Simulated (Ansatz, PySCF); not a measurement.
Gas-phase reaction in SMILES: c1[nH]ccc1 [1H-pyrrole] -> c1[c][nH]cc1 + H atom (the C-H bond breaks)

Quantity: bond dissociation energy (enthalpy at 298 K), in kcal/mol. Terms: valence correlation only; UHF or UKS for open shells; 6-311+G** with 5d; non-relativistic; six Cartesian d functions in 6-31G* and its kin unless marked 5d; LANL2DZ all-electron up to Ne; dispersion terms only where a functional's name holds one; spin-orbit terms left out. Ab initio and DFT rows: single points at B3LYP-D3(BJ) geometries (Ansatz, an electronic-structure program), with unscaled harmonic terms from B3LYP/6-31G* at its own minima.

```csv
level,program,bond dissociation energy (enthalpy at 298 K) (kcal/mol)
PBE/LANL2DZ,Ansatz,118.8
B3LYP/6-31G*,Ansatz,118.0
B3LYP/def2-SVP,Ansatz,117.6
PBE0/6-31G*,Ansatz,116.2
M06-2X/6-31G* (5d),PySCF,118.2
M06-2X/6-311+G**,PySCF,117.9
B3LYP/def2-TZVPD,Ansatz,118.1
B2PLYP-D3(BJ)/def2-TZVPD,Ansatz + dftd3,118.5
```

No value to compare with is used here. The 6 habitual levels span 116.2 (PBE0/6-31G*) to 118.8 kcal/mol (PBE/LANL2DZ); B2PLYP-D3(BJ)/def2-TZVPD gives 118.5.

The levels are drawn from those run, B3LYP/6-31G* more often than the rest, none by its result; runs whose electronic state is in doubt are left out.
